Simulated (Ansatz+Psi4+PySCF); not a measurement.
The numbers below are computed, except where a source is named.
A run of PySCF 2.14.0 on doublet N₂H₆(+) at this shape:

```tsv
atom	x (Å)	y (Å)	z (Å)
N	0.1165	0.0000	-2.0000
H	-0.2718	0.9397	-2.0000
H	-0.2718	-0.4699	-1.1862
H	-0.2718	-0.4699	-2.8138
N	-0.1165	0.0000	2.0000
H	0.2718	-0.9397	2.0000
H	0.2718	0.4699	1.1862
H	0.2718	0.4699	2.8138
```

Its results:

```yaml
Converged: yes
Reference_energy: -112.05568 hartree
Correlation_energy: -0.45788 hartree
Total_energy: -112.51357 hartree
Spin_squared_of_the_determinant: 0.786
```

Messages of the program:
```
WARN: HOMO -0.326404241459324 >= LUMO -0.326404241459324
WARN: HOMO -0.326404241459324 >= LUMO -0.326404241459324
```

**Question.** Which input gives this output? Name the method, the orbitals and the basis set, and write the input.

**Answer.** UHF-MP2 in cc-pVTZ.

```python
from pyscf import gto, scf, mp

mol = gto.M(atom="""
N 0.116490 0.000000 -2.000000
H -0.271810 0.939730 -2.000000
H -0.271810 -0.469860 -1.186170
H -0.271810 -0.469860 -2.813830
N -0.116490 0.000000 2.000000
H 0.271810 -0.939730 2.000000
H 0.271810 0.469860 1.186170
H 0.271810 0.469860 2.813830
""", basis='cc-pvtz', charge=1, spin=1)
mf = scf.UHF(mol)
mf.kernel()
pt = mp.MP2(mf, frozen=2).run()
print(mf.e_tot, pt.e_corr, pt.e_tot)
```

The reference isn't the lowest determinant (another lies 0.99 eV lower), but the same method gives a higher total on the lower determinant. Caution: MP2 on this radical cation hangs on the determinant chosen; the charge can sit on one fragment and break the point group.
